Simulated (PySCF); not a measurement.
# Cost of excited-state runs on SMILES [BH2-]C, [CH₅B]-, doublet, charge -1

Molfile (atoms numbered from 1):
```
CH5B
     RDKit          3D

  7  6  0  0  0  0  0  0  0  0999 V2000
    0.9398    0.0653   -0.3281 B   0  0  0  0  0  3  0  0  0  0  0  0
   -0.6698    0.0231   -0.0051 C   0  0  0  0  0  0  0  0  0  0  0  0
    1.5519    0.9286    0.3264 H   0  0  0  0  0  0  0  0  0  0  0  0
    1.4867   -1.0504   -0.2538 H   0  0  0  0  0  0  0  0  0  0  0  0
   -1.1591    0.9990   -0.1556 H   0  0  0  0  0  0  0  0  0  0  0  0
   -0.9331   -0.2724    1.0370 H   0  0  0  0  0  0  0  0  0  0  0  0
   -1.2131   -0.6883   -0.6479 H   0  0  0  0  0  0  0  0  0  0  0  0
  1  2  1  0
  1  3  1  0
  1  4  1  0
  2  5  1  0
  2  6  1  0
  2  7  1  0
M  CHG  1   1  -1
M  RAD  1   1   2
M  END
```

PySCF with density fitting, on 1 thread of an Arm Neoverse V1, shared host. Command: `OMP_NUM_THREADS=1 python excited_run.py task.json out`

How long does each of these runs take, and how much memory?
- open-shell absorption, CAM-B3LYP/def2-SVPD; 10 states; full response; IEF-PCM tetrahydrofuran
- open-shell absorption, CAM-B3LYP/def2-SVPD; 10 states; full response


| run | level | basis functions | wall time | peak memory (GiB) |
| --- | --- | --- | --- | --- |
| open-shell absorption | CAM-B3LYP/def2-SVPD | 80 | 5.7 s | 0.35 |
| open-shell absorption | CAM-B3LYP/def2-SVPD | 80 | 6.5 s | 0.35 |

Times from a shared host are rough.
